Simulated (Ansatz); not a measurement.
# Loss of H2: CH4N → CH2N + H2

Species: CH4N `[CH2]N`, doublet; CH2N `C=[N]`, doublet; H2 (hydrogen), singlet. 

Shapes, held fixed at every level: PBE0-D4/def2-TZVP. Flexible molecules stand in one conformer, not always the lowest. Programs: Ansatz 0.2.0. The zero-point and thermal change to 298 K, harmonic and unscaled (PBE0-D4/def2-TZVP), is -31.9 kJ/mol.

```
                level                    kind  ΔH(298 K) (kJ/mol)  CPU time (sum over the molecules)
          HF/def2-SVP            Hartree–Fock               +62.5                                  –
     SPW92/def2-TZVPP                     LDA              +153.3                              3.8 s
    PBE-D4/def2-TZVPP                     GGA              +102.1                              7.4 s
  BHLYP-D4/def2-TZVPP           global hybrid               +95.9                              5.1 s
   PBE0-D4/def2-TZVPP           global hybrid              +112.3                              6.6 s
r2SCAN0-D4/def2-TZVPP           global hybrid              +107.9                               11 s
   wB97M-V/def2-TZVPP  range-separated hybrid               +96.8                               20 s
    B2PLYP/def2-TZVPP           double hybrid               +89.9                               11 s
```

B2PLYP/def2-TZVPP gives ΔH(298 K) = +89.9 kJ/mol; the levels span +62.5 to +153.3. The median of the levels is +99.5. No measured value is set beside it here. Spin contamination: CH2N (⟨S²⟩ up to 0.93). Open shells run unrestricted unless RO is named. Times are processor times on shared x86 and Arm servers, and rough.
